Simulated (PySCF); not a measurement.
# Orbital energies, ionisation energy and electron affinity

Compound: 2,3-butanedione, C4H6O2.
Structure used (PBE0-D3(BJ)/def2-TZVP), in Å, numbered top down from 1:
```
atom  x, y, z in Å
C1    -1.9553    0.0826   -0.0495
C2    -0.5633    0.2188    0.4743
O3    -0.2844    0.6571    1.5612
C4     0.5695   -0.2312   -0.4725
C5     1.9614   -0.0978    0.0528
O6     0.2912   -0.6490   -1.5677
H7    -2.0768    0.7169   -0.9316
H8    -2.6688    0.3663    0.7211
H9    -2.1321   -0.9403   -0.3885
H10    2.6659   -0.5242   -0.6579
H11    2.1865    0.9591    0.2196
H12    2.0466   -0.5809    1.0283
```

Level: wB97X-D/aug-cc-pVTZ (PySCF). Frontier orbitals with their largest atomic shares (Löwdin; up to four atoms above 4 %):

| orbital | ε (eV) | main atoms |
| --- | --- | --- |
| HOMO−3 | -12.66 | C1 16 %, C5 16 %, O3 14 %, O6 14 % |
| HOMO−2 | -12.53 | O6 28 %, O3 28 %, C4 12 %, C2 12 % |
| HOMO−1 | -11.17 | O6 34 %, O3 34 %, C2 10 %, C4 10 % |
| HOMO | -9.07 | ? |
| LUMO | -0.53 | C4 22 %, C2 22 %, O6 20 %, O3 20 % |
| LUMO+1 | 0.84 | H11 16 %, H7 16 %, H10 16 %, H8 16 % |
| LUMO+2 | 0.96 | H8 23 %, H10 23 %, H7 12 %, H11 12 % |

What vertical ionisation energy does ΔSCF give, and how far is −ε(HOMO) from it?

ΔSCF: 9.47 eV (914 kJ/mol; threshold wavelength 131 nm); ⟨S²⟩ of the doublet left behind is 0.759, against 0.75 for a pure doublet. −ε(HOMO) is 9.07 eV, 0.40 eV below it. In exact Kohn–Sham theory the two would be equal; wB97X-D (range-separated hybrid) falls short of its own ΔSCF value by 4 %. Holes in the HOMO−1 and HOMO−2 were tried too where these lie within 1.2 eV of the HOMO; the lowest converged state counts.

On which atoms does the HOMO lie?

O3 (ketone oxygen) 28 %, O6 (ketone oxygen) 28 %, C2 (ketone carbonyl carbon) 13 %, C4 (ketone carbonyl carbon) 13 %, so no atom holds as much as 40 %. The HOMO−1 lies 2.10 eV lower.

And the vertical electron affinity, the fundamental gap, Mulliken's electronegativity and the hardness (with the factor ½)?

EA = 0.29 eV by ΔSCF (−ε(LUMO) = 0.53 eV). IE − EA = 9.18 eV against an orbital gap of 8.54 eV; (IE + EA)/2 = 4.88 eV; (IE − EA)/2 = 4.59 eV.

What kinetic energy would electrons from this vertical process carry with 118.2 nm light (10.49 eV)?

10.49 − 9.47 = 1.02 eV.

Shift the occupied levels rigidly so that −ε(HOMO) equals the ΔSCF value. What binding energies result?

The shift is +0.40 eV: HOMO 9.47, HOMO−1 11.57, HOMO−2 12.93, HOMO−3 13.06 eV. A rigid shift is only a rough guide to the deeper ionisations.

How many of the 10 lowest singlet excitations (vertical TDDFT, same level) lie below the ionisation energy?

All 10; they run from 2.88 to 7.86 eV.

What total energies stand behind the ΔSCF value?

E(N) = -306.48840 Eh and E(N − 1) = -306.14035 Eh at the same geometry, 0.34805 Eh apart. With one more electron, E(N + 1) = -306.49888 Eh.

The structure is a single PBE0-D3(BJ)/def2-TZVP conformer in the gas phase; no vibrational or solvent corrections.

These values come from a run that also computed excited states and ΔSCF ions. The run took 4.7 min wall, 9.9 min CPU on 2 threads of an Intel Xeon at 2.50 GHz, shared host, and the process peaked at 2.5 GiB of memory.

Note: wB97X-D ran without an empirical dispersion term, which enters the total energy and its gradient alone.
